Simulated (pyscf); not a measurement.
# Routes from `[NH3]` + `[NH2][SiH][F]` [doublet]

Candidate steps break at most two bonds and form at most two. Each was searched with GFN2-xTB (tblite) first. Optimised with ωB97X-D3(BJ)/def2-SVP in PySCF. Energies: ωB97M-D3(BJ)/def2-TZVP, kcal/mol, from the separated reactants, doublet surface; ΔG‡ with ideal gas, 1 atm, RRHO with modes under 100 cm⁻¹ raised to 100, one conformer, R ln 2 for chiral ones without a mode under 150 cm⁻¹.

```json
[
 {"products": "H₂N–SiH(NH₂)–F + H•", "type": "substitution at N", "ΔE‡": "13.8", "ΔE": "-6.0", "ΔG‡ 298 K": "22.2", "ΔG‡ 900 K": "44.6", "ν‡ (cm⁻¹)": "1845i"},
 {"products": "H₂N–SiH₂–F + NH₂•", "type": "hydrogen abstraction", "ΔE‡": "18.9", "ΔE": "+12.9", "ΔG‡ 298 K": "25.2", "ΔG‡ 900 K": "44.0", "ν‡ (cm⁻¹)": "1158i"}
]
```

Row 1: On the reactant side the descent ends in a complex, 6.5 kcal/mol under the separated species and 22.4 kcal/mol under the saddle at ωB97X-D3(BJ)/def2-TZVP. Row 2: On the product side the descent ends in a complex (not fully relaxed), 5.1 kcal/mol under the separated species and 10.5 kcal/mol under the saddle at ωB97X-D3(BJ)/def2-TZVP. 

Plain bond fissions and candidates not yet searched are not listed, and one of them may be faster. Each barrier is that of the saddle found; lower ones may exist.
